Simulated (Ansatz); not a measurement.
# AlSi: a test of scalar relativity

Computed with Ansatz 0.2.0, Python API.

The cells in order, each with its output:

```python
import ansatz
import numpy as np
```

```python
GEOMETRY = """
Al    0.00000    0.00000    0.00000
Si    0.00000    0.00000    2.31000
"""
```

```python
alsi = ansatz.Crystal.molecule()
for line in GEOMETRY.strip().splitlines():
    symbol, *xyz = line.split()
    alsi = alsi.atom(symbol, [float(v) for v in xyz])
```

```python
base = (
    alsi.calculation()
    .functional("pbe", dispersion="d3bj")
    .spin("collinear", total=3)
    .forces()
)
# a set contracted for a scalar-relativistic Hamiltonian goes with the relativistic run
sets = {"none": "cc-pVTZ", "scalar": "cc-pVTZ-DK"}
found = {kind: base.basis(gaussian=basis).pseudopotentials(relativity=kind).run(threads=1, backend="cpu").report for kind, basis in sets.items()}
for kind, each in found.items():
    dipole = 4.803205 * np.linalg.norm(each["charge_distribution"]["dipole_moment_e_ang"])
    print(f"{kind:7s} E = {each['free_energy_ev']:.4f} eV  dipole {dipole:.3f} D  largest force component {np.abs(each['forces_ev_ang']).max():.4f} eV/A")
print(f"relativity lowers the total energy by {found['none']['free_energy_ev'] - found['scalar']['free_energy_ev']:.3f} eV")
```

    none    E = -14464.4038 eV  dipole 0.998 D  largest force component 1.1147 eV/A
    scalar  E = -14493.0181 eV  dipole 0.990 D  largest force component 1.1124 eV/A
    relativity lowers the total energy by 28.614 eV

The total moves by -28.6 eV, nearly all in the cores, and the dipole from 1.00 to 0.99 D.

Notes:
- These settings explore the input space; basis and method may be short of convergence.
- The geometry is a force-field or estimated start, not a minimum of this method. The basis set changes with the Hamiltonian (a set recontracted for scalar relativity), and most of the change in the total lies in the cores.
- The run takes the species as open-shell (spin multiplicity 4), which needn't be its ground state.
- The spin state was assumed, and another may lie lower.
- Hardware and time: 4 s on 1 thread of Arm Neoverse V1 (shared host), peak memory 0.19 GiB.
